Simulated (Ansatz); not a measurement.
# BClH3N: one species, many methods

The task here is to estimate one member of a computed series from the others.

Method: functionals in def2-TZVPP, the program's frozen cores in correlated methods; program: Ansatz 0.2.0, Gaussian basis.

Plan: LDA (SPW92), PBE-D4, revPBE-D4, BLYP-D4, r2SCAN-D4, B97M-V, PBE0-D4, B3LYP-D4, r2SCANh-D4, r2SCAN0-D4, HSE06-D4, BHLYP-D4, CAM-B3LYP-D4, LC-ωPBE, ωB97X-V, ωB97M-V, B2PLYP, PBE-QIDH; CCSD(T)/def2-SVP; CCSD(T)/def2-TZVPP; MP2/def2-QZVPP; extrapolation to the limit; RPA on PBE.

### Structure used throughout

All runs share one geometry, relaxed beforehand with PBE0-D4 in a triple-zeta def2 set.

SMILES `NBCl`, 6 atoms, charge 0, spin multiplicity 1.

Atoms are counted from 1 here; the program's logs count them from 0.

Bond lengths: N1–B2 1.383 Å, N1–H4 1.005 Å, N1–H5 1.006 Å, B2–Cl3 1.768 Å, B2–H6 1.191 Å. Angles: B2–N1–H4 122.2°, B2–N1–H5 123.2°, H4–N1–H5 114.7°, N1–B2–Cl3 119.7°, N1–B2–H6 121.5°, Cl3–B2–H6 118.8°.

The first run:

File in.yaml:

```yaml
crystal:
  periodic: [false, false, false]
  atoms:
    - {symbol: N, position_ang: [-0.395633, -0.007793, -0.658008]}
    - {symbol: B, position_ang: [0.369619, -0.158857, 0.483652]}
    - {symbol: Cl, position_ang: [0.529901, 1.189336, 1.615967]}
    - {symbol: H, position_ang: [-0.511808, -0.749259, -1.326593]}
    - {symbol: H, position_ang: [-0.878633, 0.844504, -0.888194]}
    - {symbol: H, position_ang: [0.928754, -1.181932, 0.727075]}
basis:
  gaussian: {orbitals: def2-TZVPP}
hamiltonian: {xc: lda}
output: {orbitals: {seedname: orbitals}}
```

Among the steps run: LDA; PBE-D4 (GGA); revPBE-D4 (GGA); BLYP-D4 (GGA); r2SCAN-D4 (meta-GGA); B97M-V (meta-GGA); PBE0-D4 (hybrid); B3LYP-D4 (hybrid); r2SCANh-D4 (hybrid); r2SCAN0-D4 (hybrid); HSE06-D4 (hybrid); BHLYP-D4 (hybrid); CAM-B3LYP-D4 (range-separated); LC-ωPBE-D4 (range-separated; the results give it without D4); ωB97X-V (range-separated); ωB97M-V (range-separated); B2PLYP (double hybrid); PBE-QIDH (double hybrid).

One table of the session follows, with a row left open; its other results are not shown here.

It belongs to the step «Frontier levels by functional». 

```
  functional  HOMO (eV)  gap (eV)
 LDA (SPW92)      -7.21      6.17
      PBE-D4      -7.05      6.27
   revPBE-D4      -6.99      6.31
     BLYP-D4      -6.89      6.26
   r2SCAN-D4      -7.35      6.92
      B97M-V      -7.43      7.02
     PBE0-D4      -8.42      8.62
    B3LYP-D4      -8.15      8.14
  r2SCANh-D4          ?         ?
  r2SCAN0-D4      -8.63      9.05
    HSE06-D4      -8.01      7.83
    BHLYP-D4      -9.67     10.91
CAM-B3LYP-D4      -9.81     11.12
     LC-ωPBE     -11.24     13.72
     ωB97X-V     -10.84     13.24
     ωB97M-V     -10.71     12.88
```

Estimate the missing values for r2SCANh-D4.

Worked estimate for «HOMO (eV)». Against the share of exact exchange, r2SCAN-D4 (0, -7.35), r2SCAN0-D4 (0.25, -8.63) give a slope of -5.12 per unit share; at 0.1 the line stands at -7.86.

The run gave: HOMO (eV): -7.86; gap (eV): 7.78. In «HOMO (eV)» the line misses by 0.00.
